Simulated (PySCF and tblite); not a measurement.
Values are calculated unless marked as measured or tabulated.
C₅H₆O, numbered as in [OH:1][C:2]1=[CH:3][CH2:4][CH:5]=[CH:6]1.

First level. Search: ETKDG, MMFF94s, GFN2-xTB, 60 starts; geometries at GFN2-xTB. Free energies are B3LYP-D3(BJ)/def2-SVP (IEF-PCM, methanol) single points with GFN2-xTB rigid-rotor and vibrational terms (modes under about 100 cm⁻¹ blended into free rotors). Symmetry numbers and mirror images are counted. Conformers within 2.5 kcal/mol (GFN2-xTB free energy) were kept, 6 at most. GIAO shieldings: mPW1PW91/pcSseg-1 (IEF-PCM, methanol). Shifts are against TMS (¹H), TMS (¹³C) at the same level. Run with PySCF (density fitting) and tblite.

It gives, at 298.15 K, with 2 conformers (largest weight 72 %): ¹H: 6.91 (H5, 1H), 6.62 (H6, 1H), 5.47 (H3, 1H), 3.28 (H4, 2H) ppm. ¹³C: 167.6 (C2), 146.6 (C5), 136.6 (C6), 106.6 (C3), 43.2 (C4) ppm.

Second level: GFN2-xTB geometries, energies HF-D3(BJ)/pcSseg-1 (IEF-PCM, tetrahydrofuran), SCF tolerance 1e-06, shieldings HF/pcSseg-1 (IEF-PCM, tetrahydrofuran), SCF tolerance 1e-06, on up to 6 of the same conformers.

Task: How do the averaged shifts change?

Result: 
```json
{"signal": "H3", "first": "5.47", "second": "5.50", "change (ppm)": "0.03"}
{"signal": "H4", "first": "3.28", "second": "2.99", "change (ppm)": "-0.29"}
{"signal": "H5", "first": "6.91", "second": "7.09", "change (ppm)": "0.18"}
{"signal": "H6", "first": "6.62", "second": "6.59", "change (ppm)": "-0.02"}
{"signal": "C2", "first": "167.6", "second": "167.6", "change (ppm)": "0.0"}
{"signal": "C3", "first": "106.6", "second": "104.7", "change (ppm)": "-1.9"}
{"signal": "C4", "first": "43.2", "second": "36.0", "change (ppm)": "-7.2"}
{"signal": "C5", "first": "146.6", "second": "150.3", "change (ppm)": "3.7"}
{"signal": "C6", "first": "136.6", "second": "135.5", "change (ppm)": "-1.1"}
```

The largest weight becomes 86 %.

H on N, O and S are left out: they exchange, and hydrogen bonds move them by several ppm. Shifts are unscaled: against experiment ¹³C can be off by 15 ppm or more and ¹H by 0.8 ppm.
